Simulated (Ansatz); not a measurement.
A made-up structure of MgSiH$_{3}$, doublet:

Mg1  (-1.879, 0.578, 0.334)
Si2  (0.140, -0.043, -0.025)
H3  (0.448, 0.220, -1.534)
H4  (0.229, -1.564, 0.321)
H5  (1.062, 0.809, 0.904)
(Å)

It is relaxed with PBE-D4/def2-SVP and then PBE0-D4/def2-TZVP (Ansatz 0.2.0). Atoms count as bonded within 1.22 times the sum of their covalent radii (H–H: 0.88 Å). The end point is not checked to be a true minimum.

(1) Does its bonding change? (Judge from chemistry; the calculation decides.)

## Answers

(1) Computed: No: no bond forms or breaks.

Where it ends: The first stage lowers the energy by 1.22 eV in 6 steps. It ends as MgSiH₃ ([Mg][SiH3]):
| atom | x (Å) | y (Å) | z (Å) |
| --- | --- | --- | --- |
| Mg1 | -2.3192 | 0.7134 | 0.4117 |
| Si2 | 0.1734 | -0.0533 | -0.0308 |
| H3 | 0.5935 | 0.1488 | -1.4522 |
| H4 | 0.3901 | -1.5035 | 0.2652 |
| H5 | 1.1622 | 0.6947 | 0.8060 |

Labels in which every atom is bracketed show which atoms are joined, not bond orders.

For scale, one of the runs: PBE0-D4/def2-TZVP relaxation, 87 basis functions, launched by `ansatz run in.yaml --threads 2 --pin off --events-out ev --progress --plain --max-ram 4352MiB`. Hardware: 2 CPU threads of an Intel Xeon 6975P-C, shared host. Wall time about 6 s.
